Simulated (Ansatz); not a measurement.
Cost and result for the atomization energy of AlH4NO (`[NH2][AlH][OH]`) (7 atoms, 6 bonds).

Cartesian coordinates in Å:
```
N -1.014 0.526 -0.694
Al 0.491 -0.140 -0.068
O 0.502 -0.605 1.565
H -1.858 0.650 -0.159
H -1.147 0.836 -1.642
H 1.757 -0.292 -0.999
H 1.268 -0.976 1.997
```

Total charge 0; spin multiplicity 1. All single points use the PBE0-D4/def2-TZVP geometry. It is one conformer, not always the lowest. Program: Ansatz. Hardware: A = 2 threads of a server CPU on a shared host; B = 2 threads of an AMD EPYC 7R13 on a shared host and a share of an NVIDIA H100 80 GB. Times are those of one run each, without the atoms' runs, and a repeat can differ threefold. Electronic energies, without spin–orbit coupling; frozen cores. CCSD(T)/CBS extrapolates def2-TZVPP and def2-QZVPP, and its time is that of the two runs behind it. T1 = 0.011.

CCSD(T)/CBS is a level of theory with its own doubt, some kJ/mol a heavy atom from the limit and from the frozen cores, so smaller differences don't rank the functionals.

| level | functions | wall time |
| --- | --- | --- |
| BHLYP-D4/def2-TZVPP [A] | 160 | 1.9 s |
| PBE0-D4/def2-TZVPP [A] | 160 | 2.1 s |
| CCSD(T)/def2-SVP [A] | 66 | 2.1 s |
| CAM-B3LYP-D4/def2-TZVPP [A] | 160 | 2.7 s |
| r2SCAN-D4/def2-TZVPP (with forces) [A] | 160 | 3.1 s |
| r2SCANh-D4/def2-TZVPP [A] | 160 | 3.6 s |
| PBE-QIDH/def2-TZVPP [A] | 160 | 3.8 s |
| B97M-V/def2-TZVPP [A] | 160 | 4.2 s |
| CCSD(T)/def2-QZVPP [B] | 304 | 4.5 s |
| ωB97X-V/def2-TZVPP [A] | 160 | 4.7 s |
| ωB97M-V/def2-TZVPP (with forces) [A] | 160 | 7.5 s |
| CCSD(T)/def2-TZVPP [A] | 160 | 16 s |
| CCSD(T)/CBS(def2) | – | 20 s |

Q: What atomization energy does each give, and how far from CCSD(T)/CBS? (Estimate.)

A: Computed: 
```
                                 level  atomization (kJ/mol)  difference from CCSD(T)/CBS  per bond
               BHLYP-D4/def2-TZVPP [A]                2308.8                        -96.3     -16.0
                PBE0-D4/def2-TZVPP [A]                2352.4                        -52.7      -8.8
                  CCSD(T)/def2-SVP [A]                2203.7                       -201.4     -33.6
           CAM-B3LYP-D4/def2-TZVPP [A]                2409.2                          4.1       0.7
r2SCAN-D4/def2-TZVPP (with forces) [A]                2384.0                        -21.1      -3.5
             r2SCANh-D4/def2-TZVPP [A]                2363.5                        -41.6      -6.9
               PBE-QIDH/def2-TZVPP [A]                2344.0                        -61.1     -10.2
                 B97M-V/def2-TZVPP [A]                2399.7                         -5.4      -0.9
                CCSD(T)/def2-QZVPP [B]                2374.0                        -31.1      -5.2
                ωB97X-V/def2-TZVPP [A]                2398.2                         -6.9      -1.2
  ωB97M-V/def2-TZVPP (with forces) [A]                2401.6                         -3.5      -0.6
                CCSD(T)/def2-TZVPP [A]                2326.1                        -79.0     -13.2
                     CCSD(T)/CBS(def2)                2405.1                          0.0       0.0
```

From PBE to PBE0 (25 % exact exchange), in def2-TZVPP and without D4, the atomization energy moves by −53.3 kJ/mol: exact exchange takes away binding that semilocal exchange gives to molecules. Leaving LDA and LC-ωPBE aside and taking each functional with its dispersion term where it has one, the values spread over 100.4 kJ/mol, from BHLYP-D4 to CAM-B3LYP-D4. LDA lies +310.7 kJ/mol from PBE without D4, its usual overbinding. At CCSD(T), def2-SVP lies −201.4 kJ/mol from the extrapolated value and def2-TZVPP −79.0 kJ/mol: correlation converges slowly with the basis, and small sets miss more of it in the bonded molecule than in its fragments.
